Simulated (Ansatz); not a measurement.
**Active spaces for C₄H₄, triplet**

Program: Ansatz, Gaussian basis, development build. Basis cc-pVTZ, nonrelativistic, 4 orbitals frozen in the corrections. State-specific CASSCF; RHF is the lowest restricted (open-shell) Hartree–Fock solution met. Solutions may break the symmetry of the shape. No proof that the lowest CASSCF solution was found.

Geometry:

| atom | x (Å) | y (Å) | z (Å) |
| --- | --- | --- | --- |
| C | 0.0000 | -1.4930 | -0.8153 |
| C | 0.0000 | -0.1504 | -0.8008 |
| C | 0.0000 | 0.6229 | 0.3984 |
| C | 0.0000 | 1.3216 | 1.4004 |
| H | 0.0000 | -2.0708 | 0.1026 |
| H | 0.0000 | -2.0382 | -1.7523 |
| H | 0.0000 | 0.3990 | -1.7400 |
| H | 0.0000 | 1.9034 | 2.2938 |

Task: What do CASSCF and its corrections give against RHF in CAS(6,6), and what are the occupations?

Result: CASSCF -2.025 eV, SC-NEVPT2 -16.290 eV; occupations 1.94, 1.92, 1.03, 0.98, 0.08, 0.06.
